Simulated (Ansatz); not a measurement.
C5H10 can be A, `CC=C(C)C`, or B, `C/C=C\CC`.

Program: Ansatz. Geometries: PBE0-D4/def2-TZVP. ΔE: electronic, gas phase. CCSD(T)/CBS adds triple-zeta CCSD(T) − MP2 to the extrapolated MP2 energy (def2 sets, frozen cores). DFT in def2-TZVPP. B3LYP here is the variant with VWN-RPA as its local correlation; programs differ in this. One conformer a species, not always the lowest.

A:

```xyz
15

C    -0.384    0.738    1.937
C     0.409    0.665    0.677
C     0.176   -0.081   -0.403
C     1.091   -0.022   -1.587
C    -0.975   -1.025   -0.556
H     0.231    0.463    2.801
H    -0.733    1.760    2.119
H    -1.257    0.086    1.932
H     1.287    1.309    0.650
H     1.517   -1.008   -1.802
H     0.547    0.283   -2.488
H     1.912    0.678   -1.430
H    -1.582   -0.749   -1.425
H    -0.613   -2.042   -0.742
H    -1.628   -1.054    0.315
```

B:

```xyz
15

C    -2.023    0.725    0.360
C    -1.127    0.624   -0.828
C     0.178    0.365   -0.841
C     1.071    0.096    0.326
C     1.699   -1.293    0.259
H    -2.471    1.722    0.424
H    -2.854    0.016    0.279
H    -1.507    0.530    1.300
H    -1.612    0.784   -1.788
H     0.669    0.326   -1.812
H     0.529    0.211    1.267
H     1.871    0.846    0.339
H     2.260   -1.425   -0.670
H     2.387   -1.456    1.091
H     0.931   -2.069    0.294
```

Question: Which isomer does CCSD(T)/CBS put lower? Give the gap. (An estimate is asked.)

Answer: Ansatz gave: A, by 3.1 kcal/mol.

Question: Give E(B) − E(A) in kcal/mol with r2SCAN-D4, CCSD(T)/def2-TZVPP, CCSD(T)/def2-SVP, ωB97M-V, B3LYP, PBE0-D4, LDA (SPW92). (Estimate.)

Answer: Ansatz gave: r2SCAN-D4 3.8, CCSD(T)/def2-TZVPP 3.1, CCSD(T)/def2-SVP 3.1, ωB97M-V 3.3, B3LYP 2.9, PBE0-D4 3.6, LDA (SPW92) 4.7. None reverses the order clearly.

Question: Does the order hold for the free energy at 298.15 K (harmonic terms from PBE0-D4)? (An estimate is asked.)

Answer: The calculation gave: Yes: G(B) − G(A) = +3.4 kcal/mol, for one conformer each. Modes under 60 cm⁻¹, often nearly free rotors, make the harmonic entropy too high.

Largest T1 diagnostic: 0.010.

In def2-TZVPP, CCSD(T) changes the Hartree–Fock value by +1.1 kcal/mol (the triples alone add +0.2 kcal/mol) and MP2 by +1.6 kcal/mol. Leaving LDA and LC-ωPBE aside and taking each functional with its dispersion term where it has one, the values, not all of them listed here, spread over 0.9 kcal/mol, from B2PLYP to B97M-V. LDA lies +1.2 kcal/mol from PBE without D4.
